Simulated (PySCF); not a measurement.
An unknown shows these calculated signals:

1H NMR (600 MHz, computed): δ 6.05 (m, 2H), 2.10 (m, 4H), 1.65 (m, 4H).

13C{1H} NMR (computed): δ 137.0 (CH), 29.7 (CH2), 26.8 (CH2).

No solvent, non-relativistic Hamiltonian, one computed conformer, equivalent nuclei averaged. Shielding tensors at B97-2/pcSseg-2 (GIAO); geometry from PBE0-D3(BJ)/def2-TZVP; PySCF 2.14.

δ = σ(ref) − σ, references computed at the same level: 1H, 13C against TMS.

**Question.** Which of these does the molecule contain: a non-aromatic C=C double bond, a carboxylic acid, a heteroaromatic ring, a nitrile?

**Answer.** 
- A non-aromatic C=C double bond: yes.
- A carboxylic acid: no.
- A heteroaromatic ring: no.
- A nitrile: no.

The data belong to cyclohexene (SMILES C1=CCCCC1); they needn't prove each group on their own.

Carbon signals by region: 1 in the sp2 and nitrile region (100–160 ppm), 2 below 50 ppm.

Shifts are as computed. Against solution values, carbons near 30 ppm lie about +3 ppm off and those near 130 ppm about +7 ppm. Of 1211 compounds with measured shifts, 218 miss one by over three times the rms of a fit or turn the order of signals round; such compounds aren't used in these exercises. Multiplicities follow the n + 1 count of equivalent neighbours, as no J values were calculated; m marks all less simple cases, F and P coupling included.
